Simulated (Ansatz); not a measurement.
A nudged elastic band was laid between two geometries of CH$_{4}$AlN (7 atoms, charge 0, multiplicity 1).

These are results of RKS B3LYP/def2-SVP (Ansatz 0.2.0), not measurements.

```
movable images  : 9
climbing image  : yes
spring          : 5.0 eV/Å²
optimiser       : quadratic models (default)
start path      : through a guess of the saddle point
force threshold : 0.03 eV/Å
iteration limit : 60
end points      : relaxed
```

First end point:

```xyz
7
Properties=species:S:1:pos:R:3
C -0.583 -0.024 -0.619
N -0.126 0.515 0.714
Al 1.105 -0.575 0.164
H -1.490 -0.654 -0.597
H -0.654 0.714 -1.437
H -0.687 1.179 1.235
H 2.496 -1.222 0.496
```

Last end point:

```xyz
7
Properties=species:S:1:pos:R:3
C -0.359 -0.104 -0.639
N 0.361 0.088 0.669
Al 1.623 0.055 -1.083
H -0.888 -1.069 -0.664
H -1.082 0.705 -0.822
H 0.126 0.945 1.168
H 0.280 -0.688 1.325
```

(1) Which bonds break or form, and what moves?

(2) What energy profile does the band end with?

(3) What is the geometry of the highest image?

(4) What are the harmonic wavenumbers there?

The band took 11 iterations and of the order of 100 core-seconds.

Results:

(1) Bonds broken: Al3–H7. Bonds formed: N2–H7.

(2) It converged. The highest image is number 5 of 0 to 10, 24.3 kcal/mol above the first end and 33.3 kcal/mol above the last; the last end lies 8.9 kcal/mol below the first. A vibrational analysis at the climbing image gives one clearly imaginary mode, 956i cm⁻¹: a first-order saddle point. The orbitals stay closed-shell, which can raise the energy where a bond breaks towards radicals; this wasn't checked here.

```
image  path coordinate (Å)  energy (kcal/mol)  Al3–H7 (Å)  N2–H7 (Å)
    0                 0.00                0.0        1.57       3.15
    1                 0.52                3.8        1.56       3.00
    2                 1.04               11.1        1.57       2.78
    3                 1.56               16.1        1.59       2.48
    4                 2.08               18.5        1.62       2.19
    5                 2.59               24.3        1.68       1.59
    6                 3.01                8.8        1.91       1.12
    7                 3.42                1.5        2.29       1.03
    8                 3.84               -3.4        2.47       1.01
    9                 4.25               -8.7        2.69       1.02
   10                 4.67               -8.9        2.86       1.02
```

(3) 
```xyz
7
Properties=species:S:1:pos:R:3:forces:R:3
C -0.577 -0.050 -0.493 0.01 0.03 -0.01
N -0.198 0.039 0.823 -0.01 -0.01 0.01
Al 1.422 -0.741 -0.614 0.00 0.00 0.00
H -1.261 -0.870 -0.745 0.00 -0.01 0.00
H -0.696 0.848 -1.121 0.00 -0.02 0.01
H 0.024 1.000 1.101 0.00 0.01 -0.01
H 1.347 -0.294 1.003 0.00 0.00 0.00
```

(4) 956i, 353, 423, 513, 727, 880, 1001, 1097, 1253, 1313, 1493, 1722, 3046, 3146, 3474 cm⁻¹.

The run took 110 s on 1 CPU thread of a shared host.
